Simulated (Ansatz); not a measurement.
Species: hydrogen peroxide, H₂O₂, charge 0, multiplicity 1. 
Coordinates optimised at B3LYP-D3(BJ)/def2-TZVP (Ansatz, an electronic-structure program):
SMILES: OO
```xyz
4

O      0.0155     0.7238    -0.0702
O     -0.0112    -0.7261    -0.0419
H      0.8057     0.8967     0.4614
H     -0.8394    -0.8786     0.4355
```
Charge 0, spin multiplicity 1.

Wanted: atomisation energy (electronic, to ground-state atoms), in kJ/mol. Valence correlation only, unless marked. Open shells are spin-unrestricted. Spin-orbit coupling is left out. No relativistic terms. The coupled-cluster limit lacks core correlation, which all-electron functionals hold. Basis-set limits of correlation are two-point, X^-3; Hartree-Fock from the larger set.

```tsv
level	program	atomisation energy (kJ/mol)	minus last row	rough core time
PBE-D4/def2-TZVPD	Ansatz + dftd4	1175.9	51.7	under 20 s
r2SCAN-D3(BJ)/def2-TZVPD	Ansatz + dftd3	1114.8	-9.4	under 20 s
PBE0/def2-TZVPD	Ansatz	1094.4	-29.8	under 20 s
MP2/aug-cc-pVDZ	Ansatz	1063.8	-60.4	-
MP2/def2-SVPD	Ansatz	1073.4	-50.8	-
CCSD/STO-3G	Ansatz	853.9	-270.3	-
CCSD(T)/CBS(def2-TZVPPD,def2-QZVPPD)	Ansatz	1124.2	0.0	40 s
```

Core times are rough, on shared machines, summed over the molecules involved; a dash marks a level read off another run, or run on other hardware, by another program or under a memory cap.
